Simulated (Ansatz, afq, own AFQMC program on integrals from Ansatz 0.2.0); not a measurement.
# Where AFQMC and coupled cluster stand for Si, quintet

A free Si atom.

Basis aug-cc-pVTZ. Noble-gas cores (and the filled d shells of Ga–Kr and In–Xe) are frozen. Ansatz 0.2.0 and our own AFQMC program on the same integrals; the CISD trial comes from CCSD amplitudes, and released means the phaseless constraint is let go. Error bars are statistical, one sigma.

Determinant: UHF, the one that the program's search chose, which needn't be the lowest solution.

Full CI on the same integrals is exact in this basis and with this determinant's frozen core.

Cautions: another spin lies lower (by 3.91 eV).

The T1 diagnostic is 0.0021, the weight of the determinant in the CISD state is 0.973 and the ⟨S²⟩ of the determinant is 6.000. The size of the correlated space is 4 electrons in 45 orbitals.

Reference: full CI, correlation energy -0.836 eV. The released energy is read at 2.40 1/Eh (meV from the phaseless value at times in 1/Eh: -0.1 ± 0.3 at 0.24, -0.28 ± 0.25 at 0.51, -0.3 ± 0.3 at 0.99, -0.1 ± 0.4 at 1.62, -0.84 ± 0.12 at 2.40).

```tsv
level	E − E(reference) (meV)	share of correlation (%)
HF	836.1	0.00
MP2	246.2	70.56
CCSD	19.9	97.62
CCSD(T)	5.2	99.37
CCSDT	0.1	99.99
CCSDT(Q)	0.0	100.00
ph-AFQMC/HF	15.6 ± 6.0	98.14
ph-AFQMC/CISD	0.7 ± 0.3	99.91
released AFQMC	-0.1 ± 0.1	100.01
```

CCSDT and higher add their correlation energy to the determinant of the CCSD(T) run, since their own runs factorise the integrals more tightly (a shift of under 2 meV). A walk keeps the symmetry of its determinant, which the program's search chose and which needn't be the lowest solution, so a lower state of the same spin and another symmetry isn't excluded. Released energies are given only where the last usable release times agree within the noise; a slower fall can still hide under it.
